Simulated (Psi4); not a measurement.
Psi4 input (wB97X-D/6-31G*):

```
memory 1500 MB

molecule {
-1 1
C     0.05391172    0.80080368   -0.10182354
N    -0.07202677   -0.70518643   -0.08531619
H     0.20860883   -1.14742715    0.80112789
H    -1.05121284   -0.94323814   -0.19400284
H    -0.09433519    1.20392142    0.92877463
H     1.11765621    1.01822688   -0.32774514
symmetry c1
no_reorient
no_com
}

set {
  basis 6-31G*
  reference rks
  scf_type pk
  dft_radial_points 99
  dft_spherical_points 590
  e_convergence 1e-8
  d_convergence 1e-7
  maxiter 150
}

e = energy('wb97x-d')
print_out(f'\nFINAL {e:.10f} DIPOLE {variable("CURRENT DIPOLE")[0]:.6f} {variable("CURRENT DIPOLE")[1]:.6f} {variable("CURRENT DIPOLE")[2]:.6f}\n')
```

Q: Predict the final energy.

A: -95.09812 Eh.
